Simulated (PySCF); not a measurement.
Gas-phase reaction: 4 Al(CH3)Cl2 → 4 AlHCl2 + C4H8 (cis-2-butene)

Method: PySCF energies plus ideal-gas RRHO corrections (1 bar). S°(298 K) at PBE0/def2-TZVP differs from the NASA 1993 table for C4H8 (cis-2-butene) (-6 J/mol/K); whether the harmonic model or the table's entry is off was not settled. † marks an energy on the PBE0/def2-TZVP geometry and frequencies; other levels use their own. MP2 and CCSD(T) freeze the core. All species are closed-shell singlets. Methyl groups turn as free rotors in Al(CH3)Cl2. Al(CH3)Cl2, AlHCl2: computed as isolated molecules; such fragments, hydroxides, amides, oligomers or adducts are transient or little studied in the gas. MP2 isn't extrapolated to the basis-set limit; its ΔH°(298 K) is 253.2 kJ in def2-SVP and 287.9 kJ in def2-TZVPP. CCSD(T) isn't extrapolated to the basis-set limit. The harmonic model lacks anharmonicity and excited electronic states, which grow with temperature; levels with a mode under 35 cm⁻¹ are left out. Internal rotation in C4H8 (cis-2-butene) is treated as a harmonic vibration of one conformer, which makes the entropy rough.

```tsv
level	ΔE electronic, kJ	ΔH°(298 K), kJ	ΔS°(298 K), J/K	ΔG°(2000 K), kJ
CCSD(T)/def2-SVP†	251	231	114	3
MP2/def2-SVP†	273	253	114	25
PBE0/def2-QZVP†	305	285	114	56
PBE0/def2-TZVP	302	282	114	53
r2SCAN/def2-TZVP†	312	291	114	63
ωB97M-V/def2-TZVP†	302	282	114	53
ωB97X-V/def2-TZVP†	295	275	114	46
```
ΔH° is lowest at CCSD(T)/def2-SVP† and highest at r2SCAN/def2-TZVP†. No reference value is set beside these.
